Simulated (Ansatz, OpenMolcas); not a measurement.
# Worked example: the enthalpy of formation of H2O2 (hydrogen peroxide)

The species is H2O2 (4 atoms), meant as a singlet with charge 0. SMILES: `OO`. The coordinates come from a PBE0-D4/def2-TZVP relaxation.

Total energies at CCSD(T)/def2-TZVPP, 2 core orbitals frozen (OpenMolcas 26.06); the atoms run unrestricted:

| species | state | energy (Eh) |
| --- | --- | --- |
| H2O2 | singlet | -151.364784 |
| O | triplet | -74.976619 |
| H | doublet | -0.499810 |

Harmonic wavenumbers at PBE0-D4/def2-TZVP, in cm⁻¹: 396, 1008, 1347, 1464, 3805, 3806.

Measured heats of formation of the gaseous atoms at 298.15 K, in kJ/mol: O 249.2, H 218.0. Spin-orbit lowering of the atoms at 298 K (mean of the ground term's levels less their thermal mean, from spectra), in kJ/mol: O 0.40. Take 1 Eh = 2625.50 kJ/mol, 1 cm⁻¹ = 0.0119627 kJ/mol, RT = 2.479 kJ/mol.

Work out the heat of formation of the gas at 298 K.


1. Electronic atomisation energy: 2 × (-74.976619) + 2 × (-0.499810) − (-151.364784) = 0.411926 Eh = 1081.5 kJ/mol.
2. Zero-point energy: half the sum of the wavenumbers, 5913 cm⁻¹ = 70.7 kJ/mol.
3. Thermal vibrational enthalpy, Σ hcν̃/(exp(hcν̃/kT) − 1): 1.0 kJ/mol. Translation, rotation and pV of a non-linear molecule: 4 RT = 9.9 kJ/mol.
4. The 4 free atoms carry 5/2 RT each: 24.8 kJ/mol.
5. Spin-orbit coupling lowers the free atoms by 2 × 0.40 = 0.8 kJ/mol.
6. Atomisation enthalpy at 298 K: 1081.5 − 0.8 − 70.7 − 1.0 − 9.9 + 24.8 = 1023.9 kJ/mol.
7. Sum of the atoms' heats of formation: 934.4 kJ/mol. Heat of formation: 934.4 − 1023.9 = -89.5 kJ/mol.

The tabulated value is -135.4 kJ/mol (Active Thermochemical Tables), so this level is off by +45.9 kJ/mol, or 4.3 % of the atomisation enthalpy. Coupled cluster needs large bases for atomisation: in a finite one the molecule is underbound. Anharmonicity and any spin-orbit splitting of the molecule are left out, and so is core correlation.
